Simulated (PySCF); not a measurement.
C3H4FO2 (charge -1).
Geometry (PBE0-D3(BJ)/def2-SVP, Å), atoms numbered from 1 in this order:
```
atom  x, y, z in Å
O1     1.0640   -1.4789   -0.8493
C2     1.2818   -0.7241    0.1217
O3     2.1853   -0.7564    0.9707
C4     0.2635    0.4694    0.2680
C5    -1.0803    0.1202   -0.2987
F6    -1.9459    1.2178   -0.3622
H7     0.6734    1.3286   -0.2941
H8     0.2054    0.7711    1.3258
H9    -0.9378   -0.2849   -1.3120
H10   -1.5805   -0.6556    0.3086
```

Method: PySCF 2.14.0, PBE0-D3(BJ)/def2-SVP geometry optimisation, gas phase.

Masses are those of the commonest isotopes; rigid-rotor values at the optimised geometry. The values belong to one conformer with, in the numbering `[O:1]=[C:2]([O-:3])[CH2:4][CH2:5][F:6]`, O1–C2–C4–C5 28°, C2–C4–C5–F6 -171°.

**Question.** Give the principal moments of inertia and the rotational constants in GHz.

**Answer.** Ia = 52.35, Ib = 271.20, Ic = 312.71 u·Å²; 505379 MHz·u·Å²/I gives 9654, 1864 and 1616 MHz, that is A = 9.6544, B = 1.8635, C = 1.6161 GHz.

**Question.** What kind of rotor is it?

**Answer.** A near-prolate asymmetric top; Ray's κ = -0.938.

**Question.** What does the inertial defect say?

**Answer.** Not planar: Δ = Ic − Ia − Ib = -10.83 u·Å². For a rigid frame Δ = −2 Σ m c², so Σ m c² = 5.42 u·Å² lies off the ab plane: 3.65 from hydrogen and 1.77 from heavier atoms. The atom farthest from that plane is 1.36 Å away.

**Question.** List the rotational levels J(Ka,Kc) to J = 4 (MHz).

**Answer.** Above 0(0,0):
J = 1: 1(0,1) 3480, 1(1,1) 11270, 1(1,0) 11518
J = 2: 2(0,2) 10433, 2(1,2) 17982, 2(1,1) 18725, 2(2,1) 42097, 2(2,0) 42103
J = 3: 3(0,3) 20849, 3(1,3) 28047, 3(1,2) 29531, 3(2,2) 52536, 3(2,1) 52565, 3(3,1) 92112, 3(3,0) 92113
J = 4: 4(0,4) 34709, 4(1,4) 41459, 4(1,3) 43932, 4(2,3) 66450, 4(2,2) 66537, 4(3,2) 106042, 4(3,1) 106043, 4(4,1) 161434, 4(4,0) 161434

**Question.** Which types of transition are allowed, and where do some lines up to J = 3 fall?

**Answer.** The dipole components (about the centre of mass, as the species is charged) are |μa| = 5.15 D, |μb| = 0.56 D, |μc| = 0.11 D. The squared components, which scale the intensities, stand as 1.00 : 0.01 : 0.00 (a : b : c). Some lines, for components of 0.1 D or more:

```json
{"type": "a", "branch": "R", "J(Ka,Kc)": "1(0,1) ← 0(0,0)", "MHz": "3480", "lower level (cm⁻¹)": "0.000"}
{"type": "a", "branch": "R", "J(Ka,Kc)": "2(0,2) ← 1(0,1)", "MHz": "6953", "lower level (cm⁻¹)": "0.116"}
{"type": "b", "branch": "Q", "J(Ka,Kc)": "3(1,2) ← 3(0,3)", "MHz": "8682", "lower level (cm⁻¹)": "0.695"}
{"type": "a", "branch": "R", "J(Ka,Kc)": "3(0,3) ← 2(0,2)", "MHz": "10416", "lower level (cm⁻¹)": "0.348"}
{"type": "a", "branch": "R", "J(Ka,Kc)": "3(2,2) ← 2(2,1)", "MHz": "10439", "lower level (cm⁻¹)": "1.404"}
{"type": "a", "branch": "R", "J(Ka,Kc)": "3(2,1) ← 2(2,0)", "MHz": "10462", "lower level (cm⁻¹)": "1.404"}
{"type": "b", "branch": "R", "J(Ka,Kc)": "1(1,1) ← 0(0,0)", "MHz": "11270", "lower level (cm⁻¹)": "0.000"}
{"type": "c", "branch": "R", "J(Ka,Kc)": "1(1,0) ← 0(0,0)", "MHz": "11518", "lower level (cm⁻¹)": "0.000"}
{"type": "b", "branch": "R", "J(Ka,Kc)": "3(1,3) ← 2(0,2)", "MHz": "17613", "lower level (cm⁻¹)": "0.348"}
{"type": "c", "branch": "R", "J(Ka,Kc)": "3(1,2) ← 2(0,2)", "MHz": "19098", "lower level (cm⁻¹)": "0.348"}
{"type": "b", "branch": "Q", "J(Ka,Kc)": "3(2,1) ← 3(1,2)", "MHz": "23034", "lower level (cm⁻¹)": "0.985"}
{"type": "b", "branch": "Q", "J(Ka,Kc)": "2(2,0) ← 2(1,1)", "MHz": "23378", "lower level (cm⁻¹)": "0.625"}
{"type": "b", "branch": "R", "J(Ka,Kc)": "2(2,1) ← 1(1,0)", "MHz": "30579", "lower level (cm⁻¹)": "0.384"}
{"type": "c", "branch": "R", "J(Ka,Kc)": "2(2,0) ← 1(1,0)", "MHz": "30585", "lower level (cm⁻¹)": "0.384"}
{"type": "c", "branch": "R", "J(Ka,Kc)": "2(2,1) ← 1(1,1)", "MHz": "30827", "lower level (cm⁻¹)": "0.376"}
{"type": "b", "branch": "R", "J(Ka,Kc)": "3(2,2) ← 2(1,1)", "MHz": "33811", "lower level (cm⁻¹)": "0.625"}
{"type": "b", "branch": "R", "J(Ka,Kc)": "3(2,1) ← 2(1,2)", "MHz": "34583", "lower level (cm⁻¹)": "0.600"}
{"type": "c", "branch": "Q", "J(Ka,Kc)": "3(3,1) ← 3(2,1)", "MHz": "39547", "lower level (cm⁻¹)": "1.753"}
{"type": "b", "branch": "Q", "J(Ka,Kc)": "3(3,0) ← 3(2,1)", "MHz": "39548", "lower level (cm⁻¹)": "1.753"}
{"type": "b", "branch": "R", "J(Ka,Kc)": "3(3,1) ← 2(2,0)", "MHz": "50009", "lower level (cm⁻¹)": "1.404"}
{"type": "c", "branch": "R", "J(Ka,Kc)": "3(3,0) ← 2(2,0)", "MHz": "50010", "lower level (cm⁻¹)": "1.404"}
{"type": "b", "branch": "R", "J(Ka,Kc)": "3(3,0) ← 2(2,1)", "MHz": "50015", "lower level (cm⁻¹)": "1.404"}
```

**Question.** Estimate the classical rotational partition function at 25 K, 100 K and 200 K.

**Answer.** Point group C1, symmetry number σ = 1; q = (√π/σ)·√((kT/h)³/(ABC)), k/h = 20836.6 MHz/K: 3910 at 25 K, 31300 at 100 K, 88400 at 200 K.

Not checked by PBE0-D3(BJ)/def2-SVP frequencies. The geometry's basis has no diffuse functions, a weakness for an anion. Zero-point vibration and centrifugal distortion are left out.
